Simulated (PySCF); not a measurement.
## Worked example: SiN⁺, triplet against SiN⁺, singlet

Geometry (PBE0/def2-TZVP stationary point of a singlet), kept for both states (SiN⁺, singlet: Σ⁺; SiN⁺, triplet: Π):

```xyz
2

Si    0.0000    0.0000    0.0000
N     0.0000    0.0000    1.5576
```

Basis 6-31G; PySCF 2.14.0. Correlated methods freeze the noble-gas cores. R marks a restricted (for open shells ROHF) determinant, U an unrestricted one.

Full CI is exact within this basis and frozen core; it isn't the basis-set limit. The frozen core follows each run's orbitals, which can shift R against U totals by a few meV.

Unrestricted rows (U, and Kohn–Sham where it breaks symmetry) aren't spin-pure: their determinants' ⟨S²⟩ exceeds S(S+1) by up to 1.18, so they mix in states of higher spin.

```tsv
level	E(SiN⁺, singlet) (hartree)	E(SiN⁺, triplet) (hartree)
UHF	-342.838213	-342.866522
UMP2	-342.937085	-342.960864
UCCSD(T)	-342.994522	-342.996677
PBE	-343.449681	-343.458035
r2SCAN	-343.594765	-343.605528
full CI	-342.993882	-342.998953
```

Q: Give the vertical gap, SiN⁺ triplet less SiN⁺ singlet, at each level in eV (1 hartree = 27.2114 eV), and each error against full CI.

A: full CI: (-342.998953 − (-342.993882)) × 27.2114 = -0.138 eV (the reference)
r2SCAN: (-343.605528 − (-343.594765)) × 27.2114 = -0.293 eV, error -0.155 eV
PBE: (-343.458035 − (-343.449681)) × 27.2114 = -0.227 eV, error -0.089 eV
UCCSD(T): (-342.996677 − (-342.994522)) × 27.2114 = -0.059 eV, error 0.079 eV
UMP2: (-342.960864 − (-342.937085)) × 27.2114 = -0.647 eV, error -0.509 eV
UHF: (-342.866522 − (-342.838213)) × 27.2114 = -0.770 eV, error -0.632 eV

Total energies of functionals can't be set beside those of wave-function methods, since they hold the core's correlation and their own absolute errors; only the differences compare.

The set has no polarisation functions, so the order and spacing of states can differ from the basis-set limit.

In so small a basis the reference is far from its limit while semilocal and hybrid functionals are nearer theirs, so the functionals' errors here hold much of the reference's basis and frozen-core error, which can add to them or hide them.

Each level lands on the state that its own search finds. T1 diagnostics of restricted CCSD: 0.119 and 0.080.
